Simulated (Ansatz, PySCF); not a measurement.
Band gap (eV) of solids drawn from the class of tetrahedrally bonded semiconductors and semimetals, at two levels: PBE (plane waves, PAW; Ansatz, a program for electronic structure), and Hartree–Fock (Ansatz, PySCF; the runs differ in potentials, basis or settings).

PBE values are at the measured cell, Hartree–Fock values at the measured cell.

```
solid                                PBE  Hartree–Fock
----------------------------------  ----  ------------
zinc-blende AlP                     1.59          8.06
zinc-blende HgSe                    0.00             ?
3C-SiC                              1.36          8.66
zinc-blende AlAs                    1.45          7.36
zinc-blende GaAs                    0.52          7.09
zinc-blende CdTe                    0.77          7.35
zinc-blende InAs                    0.00          5.96
zinc-blende ZnSe                    1.29          8.97
zinc-blende BAs                     1.18          7.25
zinc-blende AlN (metastable phase)  3.32         12.04
```

### Question
Estimate the withheld Hartree–Fock value from the other rows.

### Answer
One way: carry over the typical difference. The differences Hartree–Fock − PBE of the other rows, in order: 5.91, 5.96, 6.07, 6.47, 6.57, 6.58, 7.30, 7.68, 8.72; median 6.57. Zinc-blende HgSe: 0.00 + (6.57) = 6.57 eV; the run gives 5.64 eV. The differences spread from 5.91 to 8.72, so such an estimate is rough. Zinc-blende HgSe lies outside that spread.

Over all 10 rows Hartree–Fock is the larger in 10.

Ansatz's runs of these crystals have no spin polarisation.

Levels without +SOC have no spin–orbit coupling; where heavier elements are present it shifts gaps, mostly down, and can invert bands. A gap of zero means that the bands touch or overlap. Density-functional gaps are differences of (generalised) Kohn–Sham levels. Ansatz's density-functional and Hartree–Fock values are scalar-relativistic unless marked +SOC, with PAW data made under PBE.
